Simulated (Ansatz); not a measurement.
The input, for Ansatz 0.2.0:

```yaml
crystal:
  periodic: [false, false, false]
  atoms:
    - {symbol: B, position_ang: [0.000000, 0.000000, 1.120699]}
    - {symbol: N, position_ang: [0.000000, 0.000000, -0.112849]}
    - {symbol: H, position_ang: [0.000000, 0.000000, -1.007849]}
basis:
  gaussian: {orbitals: cc-pVDZ}
magnetization: {spin_polarized: true, initial_magnetization: 1}
hamiltonian: {xc: {name: wB97M-V}}
output: {forces: true, orbitals: {seedname: orbitals}}
```

```sh
$ ansatz run in.yaml --threads 1 --pin off --events-out ev --progress --plain --max-ram 2816MiB --backend cpu
```

The program prints:

```
  # Of w^i u^j: cxij and so on, Table III.
  gx(w, u) = 1 - cx + cx01*u + cx10*w
  gss(w, u) = css00 + css04*u^4 + css10*w + css20*w^2 + css43*w^4*u^3
  gos(w, u) = cos00 + cos10*w + (cos20 + cos21*u)*w^2 + (cos60 + cos61*u)*w^6
      + integral(e_c_pw_mod_opposite_spin*gos(b97_w_opposite, b97_u_opposite)) + vv10(b, c)
311 factors; integrals over basis functions are off by at most 1.3e-3 eV
96 factors; integrals over basis functions are off by at most 1.1e-5 eV
mean field evaluation 1: about -2173.0656 eV, gradient 3.6e1 eV
mean field evaluation 2: about -2168.7006 eV, gradient 4.8e1 eV
mean field evaluation 4: about -2178.9072 eV, gradient 1.1e0 eV
mean field evaluation 8: about -2178.9238 eV, gradient 6.2e-2 eV
mean field evaluation 16: about -2178.9240 eV, gradient 1.7e-5 eV
mean field -2178.92396429 eV, -80.0739787598 hartree, gradient 1.7e-5 eV, S^2 0.762551; 0 other end points of the search recorded, 0 dependent functions left out
the calculation of the forces begins
reference -2178.92399257 eV, -80.0739797993 hartree; 7, 6 occupied and 26, 27 virtual orbitals, 311 factors
Total energy: -2178.92399257 eV, -80.0739797993 hartree
Atom 0 at     0.000000     0.000000     1.120699 Å, force     0.000000    -0.000000     0.551789 eV/Å
Atom 1 at     0.000000     0.000000    -0.112849 Å, force     0.000000    -0.000000     6.896899 eV/Å
Atom 2 at     0.000000     0.000000    -1.007849 Å, force     0.000000     0.000000    -7.448688 eV/Å
Dipole moment:    -0.000000    -0.000000    -0.080924 e Å
```

Forces (eV/Å):
```
B    0.000  0.000  0.552
N    0.000  0.000  6.897
H    0.000  0.000 -7.449
```

Ran on 1 thread of AMD EPYC 7R13, shared host: 2.7 s wall, 0.18 GiB peak host memory.
